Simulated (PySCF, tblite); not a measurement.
# C4H3FS: vibronic structure

What do calculations give for the vibronic structure of C4H3FS (`Fc1cccs1`)?

Computed with tblite 0.8.0 and PySCF 2.14.0 and routines of our own; the level stands in each step. Atoms count from 0.

### Step 1. The starting structure

9 atoms, charge 0, multiplicity 1; geometry from: force field or distance geometry start.

### Step 2. Optimising the geometry with GFN2-xTB

What the job is given:

```
{"job": {"kind": "relax", "xc": "GFN2-xTB", "basis": "xTB"}, "charge": 0, "multiplicity": 1}
F      2.788000     0.171500     0.173100
C      1.431400     0.287600     0.094900
C      0.511200    -0.703600    -0.025500
C     -0.793900    -0.437500    -0.092200
C     -1.294900     0.818400    -0.003600
S      0.337000     1.776500     0.158500
H      0.889200    -1.766700    -0.096100
H     -1.543000    -1.286000    -0.191400
H     -2.311400     1.145900    -0.042900
```

Run with:

```bash
OMP_NUM_THREADS=1 python excited_run.py task.json out
```

This one command runs all jobs of the session in turn.

What it wrote:

```text
step      E/eV     max force
  0    -489.61208    5.729
  1    -490.11631    2.542
  2    -490.31714    1.661
  3    -490.64287    2.735
  4    -490.76836    1.364
  5    -490.83699    0.585
  6    -490.86124    0.468
  7    -490.88311    0.454
  8    -490.90153    0.459
  9    -490.90759    0.173
 10    -490.90857    0.069
 11    -490.90872    0.037
 12    -490.90880    0.017
 13    -490.90883    0.012
 14    -490.90883    0.008
```

Wall time 0.06 s (1 thread of Arm Neoverse V1, shared host).

Step by step:

```csv
step,energy from step 0 (eV),largest force (eV/Å)
0,0.0000,5.7290
1,-0.5042,2.5424
2,-0.7051,1.6610
3,-1.0308,2.7346
4,-1.1563,1.3636
5,-1.2249,0.5853
6,-1.2492,0.4681
7,-1.2710,0.4539
8,-1.2894,0.4587
9,-1.2955,0.1732
10,-1.2965,0.0688
11,-1.2966,0.0370
12,-1.2967,0.0170
13,-1.2968,0.0120
14,-1.2968,0.0082
```

Distances of close pairs at the start and the end, largest changes first:

```csv
bond,before (Å),after (Å),change (Å)
C4–S5,1.899,1.723,-0.176
C1–S5,1.849,1.729,-0.120
C2–C3,1.334,1.415,+0.082
C3–H7,1.136,1.074,-0.062
C2–H6,1.131,1.074,-0.057
F0–C1,1.364,1.333,-0.031
C1–C2,1.358,1.355,-0.003
C4–H8,1.069,1.071,+0.003
```

The next job starts from the end point, and lists it.

### Step 3. Infrared spectrum with GFN2-xTB

What the job is given:

```
{"job": {"kind": "ir", "xc": "GFN2-xTB", "basis": "xTB"}, "charge": 0, "multiplicity": 1}
F      2.594037     0.378602     0.175568
C      1.265746     0.298834     0.093177
C      0.531851    -0.831948    -0.040038
C     -0.851440    -0.538067    -0.094901
C     -1.115718     0.787553    -0.002974
S      0.311958     1.739392     0.154945
H      0.956012    -1.816576    -0.095648
H     -1.611261    -1.290723    -0.198434
H     -2.067623     1.278927    -0.016874
```

What it wrote:

```text
mode    cm-1     km/mol
  1     251.1      2.10
  2     337.1      4.06
  3     441.3      2.20
  4     504.8      9.17
  5     520.8      1.56
  6     712.9     14.78
  7     725.2      0.86
  8     742.0     22.10
  9     808.0     14.56
 10     842.1      0.34
 11     846.1     17.71
 12    1052.9     13.63
 13    1077.5      6.18
 14    1158.7    133.70
 15    1182.8      1.55
 16    1343.2      9.09
 17    1487.5     65.88
 18    1580.2     54.23
 19    3139.3      8.58
 20    3155.9      5.80
 21    3171.6      2.62
```

It took 0.18 s on 1 thread of Arm Neoverse V1, shared host.

The strongest bands and the atoms that carry them (share of the mass-weighted mode):

```csv
cm⁻¹,km/mol,atoms
713,14.8,"S5 33 %, F0 20 %, C1 13 %, C2 13 %"
742,22.1,"H8 73 %, C4 10 %"
808,14.6,"H6 60 %, C2 16 %, H7 11 %"
846,17.7,"C4 59 %, S5 16 %, H8 11 %"
1053,13.6,"H6 49 %, H7 23 %, C2 11 %"
1159,133.7,"C1 55 %, F0 15 %, H6 11 %, C2 10 %"
1488,65.9,"C3 42 %, C4 31 %, C1 14 %"
1580,54.2,"C1 42 %, C2 32 %, C3 12 %"
```

### Step 4. Vibronic structure: TDDFT LC-wPBE/6-31G*

The job, as its differences from that of step 3:

```diff
@@ -1,2 +1,2 @@
-{"job": {"kind": "ir", "xc": "GFN2-xTB", "basis": "xTB"}, "charge": 0, "multiplicity": 1}
+{"job": {"kind": "vib", "xc": "LC-wPBE", "basis": "6-31G*", "tda": false}, "charge": 0, "multiplicity": 1}
 F      2.594037     0.378602     0.175568
```

Method: TDDFT LC-wPBE/6-31G* vertical-gradient vibronic structure (displaced harmonic oscillators, Condon), gas phase.

What it wrote:

```text
final grid: 39752 points
cycle   1  E = -651.8428260482  dE =  1.480e+00  |g| = 5.673e-01  |ddm| = 3.195e+00
cycle   2  E = -651.8576094295  dE = -1.478e-02  |g| = 5.834e-01  |ddm| = 8.132e-01
cycle   3  E = -651.9165343859  dE = -5.892e-02  |g| = 4.450e-02  |ddm| = 3.877e-01
cycle   4  E = -651.9171550157  dE = -6.206e-04  |g| = 1.807e-02  |ddm| = 8.196e-02
cycle   5  E = -651.9172472526  dE = -9.224e-05  |g| = 8.131e-03  |ddm| = 2.833e-02
cycle   6  E = -651.9172669970  dE = -1.974e-05  |g| = 1.483e-03  |ddm| = 1.109e-02
cycle   7  E = -651.9172690609  dE = -2.064e-06  |g| = 9.220e-04  |ddm| = 4.408e-03
cycle   8  E = -651.9172695310  dE = -4.701e-07  |g| = 2.196e-04  |ddm| = 1.943e-03
cycle   9  E = -651.9172696025  dE = -7.154e-08  |g| = 7.176e-05  |ddm| = 8.934e-04
cycle  10  E = -651.9172696076  dE = -5.031e-09  |g| = 2.873e-05  |ddm| = 2.352e-04
cycle  11  E = -651.9172696081  dE = -5.164e-10  |g| = 1.160e-05  |ddm| = 7.700e-05
converged SCF energy = -651.9172696081

Singlet excitations (eV, f): 6.058 (0.0965)  6.327 (0.0004)  6.566 (0.0994)  6.607 (0.0001)  8.320 (0.0020)  8.505 (0.3242)

State S1  6.0582 eV  f = 0.09646  H->L 0.95
  relaxed dipole 1.568 D, largest gradient of the excitation energy 0.0969 Eh/bohr
  mode    cm-1        S   lambda/meV  Raman
   17   1487.5    1.7431     321.5   1.000
    4    504.8    1.5936      99.7   0.105
    6    712.9    1.0049      88.8   0.132
   14   1158.7    0.2262      32.5   0.079
   16   1343.2    0.1213      20.2   0.057
   18   1580.2    0.0900      17.6   0.058
    2    337.1    0.2714      11.3   0.008
   15   1182.8    0.0483       7.1   0.018
   12   1052.9    0.0268       3.5   0.008
   13   1077.5    0.0074       1.0   0.002
    7    725.2    0.0105       0.9   0.001
  reorganisation energy 0.6056 eV, total S 5.150, 0-0 5.4526 eV
  absorption maximum 5.965 eV, width 0.698 eV

State S3  6.5660 eV  f = 0.09943  H-1->L 0.86, H->L+2 0.11
  relaxed dipole 1.258 D, largest gradient of the excitation energy 0.0436 Eh/bohr
  mode    cm-1        S   lambda/meV  Raman
   17   1487.5    0.3826      70.6   1.000
    6    712.9    0.3687      32.6   0.221
   11    846.1    0.2247      23.6   0.190
    4    504.8    0.2934      18.4   0.088
   13   1077.5    0.0617       8.2   0.085
   12   1052.9    0.0290       3.8   0.038
   18   1580.2    0.0178       3.5   0.052
   14   1158.7    0.0184       2.6   0.029
    7    725.2    0.0054       0.5   0.003
  reorganisation energy 0.1659 eV, total S 1.409, 0-0 6.4001 eV
  absorption maximum 6.400 eV, width 0.220 eV

State S6  8.5051 eV  f = 0.32422  H->L+2 0.86, H-1->L 0.09
  relaxed dipole 1.142 D, largest gradient of the excitation energy 0.0885 Eh/bohr
  mode    cm-1        S   lambda/meV  Raman
   17   1487.5    1.3592     250.7   1.000
   16   1343.2    0.3494      58.2   0.210
   14   1158.7    0.2723      39.1   0.122
   12   1052.9    0.2230      29.1   0.082
   18   1580.2    0.1230      24.1   0.102
    4    504.8    0.3208      20.1   0.027
   13   1077.5    0.0887      11.8   0.034
   11    846.1    0.1085      11.4   0.026
    6    712.9    0.0923       8.2   0.016
    7    725.2    0.0706       6.3   0.012
   20   3155.9    0.0070       2.8   0.023
  reorganisation energy 0.4633 eV, total S 3.021, 0-0 8.0418 eV
  absorption maximum 8.408 eV, width 0.426 eV

State T1  3.6571 eV  f = 0.00000  H->L 0.93
  relaxed dipole 2.038 D, largest gradient of the excitation energy 0.1101 Eh/bohr
  mode    cm-1        S   lambda/meV  Raman
   17   1487.5    2.3291     429.6   1.000
    6    712.9    1.0221      90.3   0.101
    4    504.8    0.8908      55.8   0.044
   14   1158.7    0.2492      35.8   0.065
   16   1343.2    0.1163      19.4   0.041
   18   1580.2    0.0630      12.3   0.031
    2    337.1    0.2852      11.9   0.006
   15   1182.8    0.0653       9.6   0.018
   12   1052.9    0.0311       4.1   0.007
   11    846.1    0.0259       2.7   0.004
   13   1077.5    0.0131       1.8   0.003
  reorganisation energy 0.6750 eV, total S 5.096, 0-0 2.9821 eV
  absorption maximum 3.600 eV, width 0.768 eV
```

Run time: 18 s. Hardware: 1 thread of Arm Neoverse V1, shared host; peak memory 0.53 GiB.

### Step 5. Results

```
                                                                                      quantity                     value
                                                     strongest single infrared mode (GFN2-xTB)     1159 cm⁻¹, 134 km/mol
                                                                  zero-point energy (GFN2-xTB)             35.9 kcal/mol
S1: vertical, reorganisation, 0-0, total S (step 4, TDDFT LC-wPBE/6-31G*, modes from GFN2-xTB)  6.06, 0.61, 5.45 eV; 5.2
S3: vertical, reorganisation, 0-0, total S (step 4, TDDFT LC-wPBE/6-31G*, modes from GFN2-xTB)  6.57, 0.17, 6.40 eV; 1.4
S6: vertical, reorganisation, 0-0, total S (step 4, TDDFT LC-wPBE/6-31G*, modes from GFN2-xTB)  8.51, 0.46, 8.04 eV; 3.0
```

What this shows: No mode is imaginary among the 21: a minimum at this level. The strongest single mode, at 1159 cm⁻¹, moves mainly C1. Unscaled tight-binding wavenumbers are off by several per cent, some by more. Its intensities can rank the bands wrongly. Some states lie very close; unless symmetry makes them partners, their order is unsure. The vibronic model keeps the ground-state modes (from xTB) and shifts them along the gradient alone, so it can miss much of the relaxation that a full optimisation finds.
